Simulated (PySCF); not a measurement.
# Working out the ionisation energy of N

N [He] 2s2 2p3 (4S) → N⁺ [He] 2s2 2p2 (3P). Calculation: PySCF 2.14, in x2c-TZVPPall; scalar relativity by spin-free X2C-1e. Frozen: 1s2. Energies in hartree (1 hartree = 27.21139 eV):

```csv
part,N (lower),N⁺ (upper)
UHF,-54.432001,-53.921524
CCSD correlation,-0.110984,-0.091635
(T),-0.002264,-0.001571
```

Q: What does Hartree-Fock give?

A: (-53.921524) − (-54.432001) = 0.510477 hartree = 13.891 eV.

Q: What do CCSD and CCSD(T) give?

A: The CCSD correlation energies differ by 0.019349 hartree = 0.527 eV and the triples by 0.000693 hartree = 0.019 eV, so CCSD gives 14.418 eV and CCSD(T) 14.437 eV.

Measured between the centres of the two terms (NIST): 14.545 eV, so CCSD(T) (valence) is off by -0.108 eV.

What remains against the reference includes basis incompleteness, the frozen core and higher excitations.
